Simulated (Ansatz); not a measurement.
Geometry optimisation, RHF/def2-SVP in Ansatz 0.2.0.

Input file:

```yaml
crystal:
  periodic: [false, false, false]
  atoms:
    - { symbol: B, position_ang: [0.071518, 0.44511, -0.992958] }
    - { symbol: H, position_ang: [-1.335524, -1.558322, -0.876376] }
    - { symbol: H, position_ang: [0.77731, -0.094529, -1.799777] }
    - { symbol: H, position_ang: [-0.873396, 1.055472, -1.411037] }
    - { symbol: H, position_ang: [-1.074123, -1.481491, -0.234727] }
    - { symbol: Si, position_ang: [0.508923, 0.405592, 0.937874] }
    - { symbol: H, position_ang: [1.170773, -0.865487, 1.33482] }
    - { symbol: H, position_ang: [-0.692586, 0.571817, 1.797862] }
    - { symbol: H, position_ang: [1.447205, 1.522037, 1.244319] }
basis:
  gaussian: { orbitals: def2-SVP }
hamiltonian:
  xc: hf
relax:
  f_tol: 0.03
  max_steps: 50
```

Launched with:

```bash
$ ansatz run input.yaml --threads 1 --pin off --max-ram 2048MiB --backend cpu --events-out ev --progress --plain --runs-dir out
```

Where does it end, and by what steps?

The forces met the threshold. The force dipped under the threshold on the way, but the program's further checks kept it going. After 6 steps the energy has fallen by 0.160 eV; H5 moved furthest, 0.80 Å.

```tsv
step	energy less start (eV)	largest force component (eV/Å)	accepted
0	0.0000	2.126	yes
1	-0.1193	0.406	yes
2	-0.1463	0.151	yes
3	-0.1564	0.041	yes
4	-0.1589	0.018	yes
5	-0.1594	0.056	yes
6	-0.1597	0.013	yes
```

```xyz
9
Properties=species:S:1:pos:R:3
B 0.179 0.583 -0.958
H -1.708 -1.963 -1.137
H 0.878 0.031 -1.762
H -0.771 1.187 -1.374
H -1.540 -2.110 -0.423
Si 0.636 0.555 1.031
H 1.315 -0.704 1.434
H -0.559 0.733 1.894
H 1.569 1.686 1.294
```

The run took 4.8 s on 1 thread of Arm Neoverse V2, with other jobs on the host, peak memory 0.1 GiB.
